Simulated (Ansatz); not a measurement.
Steps of a relaxation of C3H2FN with RKS PBE0-D4/def2-TZVP.

```sh
$ ansatz run in.yaml --threads 2 --pin off --events-out ev --progress --plain --max-ram 4352MiB
```

```yaml
crystal:
  periodic: [false, false, false]
  atoms:
    - {symbol: F, position_ang: [-2.501785, -0.127928, 0.020296]}
    - {symbol: C, position_ang: [-1.359132, -0.642508, 0.413947]}
    - {symbol: C, position_ang: [-0.227203, -0.553116, -0.364101]}
    - {symbol: N, position_ang: [0.973003, -0.840615, -0.752809]}
    - {symbol: C, position_ang: [0.931281, 0.383782, 0.031588]}
    - {symbol: H, position_ang: [0.939816, 1.371241, -0.468013]}
    - {symbol: H, position_ang: [1.305321, 0.341144, 1.073492]}
basis:
  gaussian: {orbitals: def2-TZVP}
hamiltonian: {xc: pbe0, dispersion: d4}
relax: {f_tol: 0.005, max_steps: 150}
```

Positions (Å) and forces (eV/Å) along the path, 13 of 13 steps:

```xyz
7
step=1 energy=-7339.6306 eV
F    -2.502   -0.128    0.020    0.702   -0.182   -0.037
C    -1.359   -0.643    0.414   -0.031    0.170   -0.193
C    -0.227   -0.553   -0.364    1.014   -0.063    0.008
N     0.973   -0.841   -0.753   -1.295    0.545    0.428
C     0.931    0.384    0.032   -0.158    0.138    0.158
H     0.940    1.371   -0.468    0.002   -0.597    0.243
H     1.305    0.341    1.073   -0.233   -0.011   -0.607
7
step=2 energy=-7339.6785 eV
F    -2.469   -0.124    0.005    0.211   -0.018   -0.024
C    -1.345   -0.639    0.425   -0.170    0.040    0.016
C    -0.225   -0.553   -0.355    0.712   -0.062   -0.034
N     0.956   -0.832   -0.754   -0.531    0.164    0.099
C     0.920    0.385    0.034   -0.159    0.082    0.069
H     0.928    1.358   -0.461   -0.009   -0.182    0.063
H     1.295    0.337    1.060   -0.055   -0.023   -0.189
7
step=3 energy=-7339.6896 eV
F    -2.441   -0.099   -0.004   -0.006    0.015   -0.054
C    -1.341   -0.651    0.426   -0.130    0.032    0.123
C    -0.216   -0.563   -0.346    0.168   -0.054    0.061
N     0.952   -0.829   -0.753    0.051   -0.062   -0.199
C     0.908    0.386    0.038   -0.106    0.038    0.059
H     0.904    1.352   -0.457    0.017    0.040   -0.029
H     1.296    0.336    1.051    0.006   -0.009    0.038
7
step=4 energy=-7339.6930 eV
F    -2.432   -0.097   -0.015   -0.047    0.045   -0.031
C    -1.340   -0.647    0.436   -0.059   -0.023    0.054
C    -0.213   -0.568   -0.339    0.021   -0.040    0.061
N     0.949   -0.827   -0.761    0.096   -0.089   -0.138
C     0.903    0.386    0.039   -0.045    0.048    0.021
H     0.898    1.351   -0.456   -0.003    0.062   -0.024
H     1.297    0.333    1.049    0.036   -0.002    0.058
7
step=5 energy=-7339.6955 eV
F    -2.417   -0.079   -0.028   -0.034    0.011   -0.007
C    -1.344   -0.654    0.443    0.013   -0.001   -0.014
C    -0.207   -0.580   -0.328   -0.028   -0.036    0.045
N     0.950   -0.828   -0.768    0.016   -0.006   -0.036
C     0.895    0.387    0.042    0.028   -0.004   -0.005
H     0.877    1.353   -0.452   -0.002    0.029   -0.007
H     1.306    0.333    1.045    0.007    0.007    0.024
7
step=6 energy=-7339.6957 eV
F    -2.417   -0.078   -0.030    0.002   -0.001    0.001
C    -1.345   -0.654    0.443    0.007   -0.001   -0.021
C    -0.206   -0.583   -0.325   -0.028    0.003    0.033
N     0.950   -0.828   -0.770    0.013    0.011    0.000
C     0.896    0.387    0.042    0.004   -0.007   -0.010
H     0.875    1.354   -0.451   -0.001   -0.003    0.000
H     1.309    0.334    1.046    0.003   -0.002   -0.004
7
step=7 energy=-7339.6957 eV
F    -2.418   -0.077   -0.031   -0.014    0.007   -0.012
C    -1.346   -0.654    0.442    0.019   -0.015    0.010
C    -0.206   -0.583   -0.323   -0.013    0.013    0.005
N     0.949   -0.828   -0.770    0.003   -0.001    0.000
C     0.897    0.387    0.042    0.004    0.001    0.003
H     0.873    1.354   -0.451    0.001   -0.005    0.001
H     1.312    0.334    1.045   -0.001    0.000   -0.007
7
step=8 energy=-7339.6957 eV
F    -2.418   -0.079   -0.033   -0.004    0.001   -0.002
C    -1.347   -0.655    0.443   -0.004   -0.007    0.003
C    -0.207   -0.583   -0.322    0.020    0.012    0.000
N     0.949   -0.827   -0.770   -0.010   -0.002    0.003
C     0.897    0.387    0.042    0.003   -0.002   -0.004
H     0.874    1.354   -0.451   -0.001   -0.003    0.002
H     1.314    0.334    1.044   -0.003    0.000   -0.002
7
step=9 energy=-7339.6958 eV
F    -2.419   -0.079   -0.034    0.007   -0.005    0.004
C    -1.348   -0.655    0.443   -0.014    0.000   -0.003
C    -0.207   -0.582   -0.321    0.010    0.011    0.003
N     0.948   -0.827   -0.770   -0.001   -0.009   -0.005
C     0.898    0.387    0.042   -0.006    0.001   -0.001
H     0.874    1.354   -0.451    0.002    0.002    0.000
H     1.315    0.334    1.044    0.001    0.000    0.002
7
step=10 energy=-7339.6958 eV
F    -2.421   -0.081   -0.035    0.013   -0.007    0.006
C    -1.349   -0.656    0.443   -0.017    0.004   -0.005
C    -0.207   -0.580   -0.319    0.003    0.013    0.004
N     0.946   -0.827   -0.770    0.006   -0.015   -0.008
C     0.899    0.387    0.042   -0.008    0.001    0.000
H     0.876    1.355   -0.451    0.000    0.005   -0.002
H     1.317    0.334    1.044    0.003    0.000    0.006
7
step=11 energy=-7339.6958 eV
F    -2.424   -0.086   -0.039    0.009   -0.006    0.006
C    -1.354   -0.658    0.444   -0.009    0.007   -0.007
C    -0.208   -0.575   -0.315    0.003    0.002    0.005
N     0.943   -0.826   -0.769    0.003   -0.009   -0.010
C     0.902    0.388    0.042   -0.011    0.001    0.004
H     0.880    1.355   -0.450    0.003    0.005   -0.004
H     1.323    0.334    1.042    0.003    0.000    0.006
7
step=12 energy=-7339.6958 eV
F    -2.426   -0.088   -0.039    0.004    0.000    0.002
C    -1.355   -0.658    0.444   -0.003   -0.002   -0.001
C    -0.209   -0.573   -0.314   -0.006    0.001   -0.003
N     0.942   -0.826   -0.770    0.004   -0.007    0.000
C     0.902    0.388    0.042    0.000    0.005    0.001
H     0.883    1.356   -0.451   -0.001    0.002    0.001
H     1.324    0.334    1.042    0.003    0.000    0.000
7
step=13 energy=-7339.6958 eV
F    -2.425   -0.087   -0.039    0.001   -0.002   -0.002
C    -1.355   -0.659    0.443   -0.001    0.002    0.004
C    -0.209   -0.574   -0.314    0.001    0.001   -0.002
N     0.942   -0.826   -0.769   -0.001    0.000   -0.002
C     0.902    0.388    0.043    0.004   -0.001    0.000
H     0.882    1.356   -0.451   -0.001    0.000    0.001
H     1.324    0.334    1.042   -0.003    0.000    0.000
```

Hardware: 2 threads of an Arm Neoverse V1 on a shared host. Wall time 45 s, peak host memory 0.32 GiB.
